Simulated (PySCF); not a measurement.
# C6H12 (cis-3-hexene): the cost of one run

The runs use PySCF 2.14.0, with density-fitted response routines of our own; the level of theory stands in each step. All values are computed, except where a source is named. Atoms count from 0, in the outputs and in this text.

## 1. The starting structure

18 atoms, charge 0, multiplicity 1; geometry from: MMFF94s. The atoms were then displaced at random by about 0.03 Å, so the start is not that level's minimum.

Bonds of the start (Å): C0–C1 1.49, C1–C2 1.47, C2–C3 1.49, C3–C4 1.48, C4–C5 1.51, C0–H6 1.04, C0–H7 1.17, C0–H8 1.06, C1–H9 1.08, C1–H10 1.08, C2–H11 1.08, C3–H12 1.02, C4–H13 1.08, C4–H14 1.13, C5–H15 1.07, C5–H16 1.12, C5–H17 1.08.

## 2. Geometry optimisation at PBE0-D3(BJ)/def2-SVP

The job: settings as JSON, then the geometry in Å.

```
{"job": {"xc": "PBE0", "basis": "def2-SVP", "d3": "d3bj", "grid": 1, "shake": 0.03, "kind": "geom"}, "charge": 0, "multiplicity": 1}
C     -2.585600    -0.382990     0.171210
C     -1.463780     0.168060    -0.643520
C     -0.615450     1.047180     0.172210
C      0.771100     0.768390     0.650270
C      1.416150    -0.546980     0.465860
C      2.592120    -0.348620    -0.455140
H     -2.304390    -0.924940     1.011400
H     -3.192010     0.548970     0.525540
H     -3.303300    -0.900560    -0.417300
H     -0.917310    -0.684080    -1.020660
H     -1.821810     0.757510    -1.470210
H     -0.940930     2.042880     0.448430
H      1.102510     1.557930     1.211310
H      0.729970    -1.327500     0.161810
H      1.777120    -0.872770     1.483170
H      2.267590    -0.034810    -1.428450
H      3.304290     0.436890    -0.094300
H      3.127400    -1.287630    -0.513870
```

Run with:

```sh
> OMP_NUM_THREADS=1 python probes_run.py task.json out
```

This one command runs all jobs of the session in turn.

**Question.** How long does this first job take on 1 thread of Arm Neoverse V2, shared host, and how much memory does it need?

About 83 s, with a peak of 0.65 GiB.
